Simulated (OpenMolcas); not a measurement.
**How methods differ on CH4Si (SMILES C=[SiH2])**

CH4Si has 6 atoms, charge 0, and is taken as a singlet. As SMILES, `C=[SiH2]`. The coordinates come from a GFN2-xTB relaxation.

```xyz
6

C    -0.7387   -0.5472   -0.2651
Si    0.6113    0.4518    0.2183
H    -1.4085   -0.9966    0.4481
H    -0.9629   -0.7582   -1.2967
H     0.9530    0.7660    1.6007
H     1.5459    1.0842   -0.7053
```

Quantity: the energy change with the Si2–H6 bond stretched from 1.458 to 2.552 Å, in eV. The values are calculated.

```
                      level                   kind     program  value (eV)  less FCI/STO-3G  CPU time (all runs)
  SVWN5/STO-3G (restricted)                    LDA  OpenMolcas        4.52            +0.56                9.8 s
 r2SCAN/STO-3G (restricted)               meta-GGA  OpenMolcas        4.65            +0.69                 14 s
 M06-2X/STO-3G (restricted)        hybrid meta-GGA  OpenMolcas        5.13            +1.17                 13 s
   PBE0/STO-3G (restricted)          global hybrid  OpenMolcas        4.89            +0.93                 11 s
 B2PLYP/STO-3G (restricted)          double hybrid  OpenMolcas        4.84            +0.88                9.9 s
    MP2/STO-3G (restricted)    perturbation theory  OpenMolcas        5.00            +1.04                3.4 s
CCSD(T)/STO-3G (restricted)  coupled cluster or CI  OpenMolcas        3.94            -0.02                4.6 s
                 FCI/STO-3G     exact in the basis  OpenMolcas        3.96             0.00                 94 s
```

FCI/STO-3G is exact within its basis and frozen core, so for wave-function methods in that basis the difference is their error; functionals converge differently with the basis, so for them it is only a difference. The first shape isn't each level's own minimum. The values span 3.94 to 5.13 eV. All rows use very small basis sets, so even the best lies far from the true value. CPU times are rough (shared hosts, several kinds of processor): they show what a rung costs within a factor of a few.
